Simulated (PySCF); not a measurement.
Problem. What does the PBE0-D3(BJ)/def2-SVP structure of `O=[SH](=O)O` look like in three dimensions?

Solution. 
```xyz
6
H2O3S angstrom
O     -0.988   -1.196   -0.774
S     -0.415   -0.058   -0.109
O     -0.430    1.279   -0.661
O      1.118   -0.415    0.256
H     -0.915   -0.016    1.164
H      1.650    0.377    0.082
```

Any rigid rotation of these coordinates is as good. Atoms count from 1 in this order. S2 (sulfonyl sulfur) is distorted tetrahedral (angles from 98.3° to 123.4°). The 3 O–S bonds span 1.438 Å (O1=S2, drawn double) to 1.615 Å (S2–O4, drawn single), a spread of 0.177 Å.

Bonds between heavy atoms (Å): O1=S2 1.438, S2=O3 1.447, S2–O4 1.615.

Method used: PySCF, PBE0-D3(BJ)/def2-SVP geometry optimisation, gas phase.

No PBE0-D3(BJ)/def2-SVP frequencies stand behind this structure, so it isn't proved a minimum. The numbers are those of one conformer (O1–S2–O4–H 139°).

Time: 15 s of wall time; peak memory 0.31 GiB. Hardware: Arm Neoverse V1, one thread (shared host). That covers the optimisation of the geometry.
